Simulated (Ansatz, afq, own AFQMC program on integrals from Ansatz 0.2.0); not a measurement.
AFQMC, coupled cluster and functionals along a coordinate of CH2⁺, doublet

```yaml
atoms:
  - { symbol: C, position_ang: [0.0000, 0.0000, 0.0000] }
  - { symbol: H, position_ang: [0.0000, 0.0000, -1.0935] }
  - { symbol: H, position_ang: [0.0000, 0.0000, 1.0935] }
```

The C1–H2 distance is changed with both sides rigid. Energies in eV count from this geometry (1.093 Å) at the same level; the start stands on UHF, each point on the determinant named.

Basis cc-pVDZ. Only valence electrons are correlated. AFQMC by an in-house program on the Cholesky factors that Ansatz 0.2.0 writes for its CCSD(T) run. The CISD trial takes its coefficients from CCSD amplitudes. Released means that phaseless walkers are propagated on without the constraint, phases kept. Error bars are statistical, one sigma.

Cautions, each for one point or more: a spin-contaminated unrestricted determinant lies lower; strong correlation; unrestricted determinant spin contaminated.

| r(C1–H2) / Å | det. | T1 | weight | ⟨S²⟩ | CCSD(T) | ph-AFQMC/CISD | released AFQMC | FCI | CCSDT(Q) | r2SCAN | wB97M-V |
| --- | --- | --- | --- | --- | --- | --- | --- | --- | --- | --- | --- |
| 0.894 | UHF | 0.008 | 0.96 | 0.76 | 1.203 | 1.203 ± 0.001 | 1.205 ± 0.0008 | 1.205 | 1.205 | 1.160 | 1.146 |
| 1.344 | UHF | 0.013 | 0.95 | 0.77 | 0.634 | 0.631 ± 0.001 | 0.631 ± 0.0008 | 0.630 | 0.631 | 0.644 | 0.648 |
| 1.783 | UHF | 0.068 | 0.88 | 0.99 | 2.656 | 2.650 ± 0.002 | 2.643 ± 0.001 | 2.641 | 2.642 | 2.649 | 2.684 |
| 2.347 | UHF | 0.111 | 0.77 | 1.53 | 4.498 | 4.466 ± 0.002 | 4.453 ± 0.004 | 4.453 | 4.454 | 4.194§ | 4.419§ |
| 3.773 | ROHF† | 0.010 | 0.92 | pure | 4.457 | 4.456 ± 0.001 | – | 4.454 | 4.455 | 4.516§ | 4.754 |

Weight is that of the determinant in the CISD state; at the start T1 is 0.008 and the weight 0.96, and ⟨S²⟩ is 0.76. A dagger marks points whose determinant fills other symmetries than the start's, so the wave-function levels may follow another state there, or a degenerate partner. A dash marks a missing value, a released energy that hasn't settled or a functional that sits on another state. § marks a functional whose ⟨S²⟩ is too high by over 0.1. Largest departures from full CI: CCSD(T) 0.045 eV at 2.347 (on UHF), ph-AFQMC/CISD 0.012 eV at 2.347 (on UHF), released AFQMC 0.001 eV at 1.783 (on UHF) (within the noise), CCSDT(Q) 0.001 eV at 3.773 (on ROHF), r2SCAN -0.045 eV at 0.894, wB97M-V -0.060 eV at 0.894. Functionals count only at points shown to share the start's state and spin. In this small basis the wave-function levels are far from their limit, so their gap to the functionals isn't the functionals' error.

Some points may be missing: those where a free walk finds a much lower state, and past Zn most of those on another determinant than at the start.

CCSDT and higher add their correlation energy to the determinant of the CCSD(T) run, since their own runs factorise the integrals more tightly (a shift of under 2 meV). A walk keeps the symmetry of its determinant, which the program's search chose and which needn't be the lowest solution, so a lower state of the same spin and another symmetry isn't excluded. Released energies are given only where the last usable release times agree within the noise; a slower fall can still hide under it.
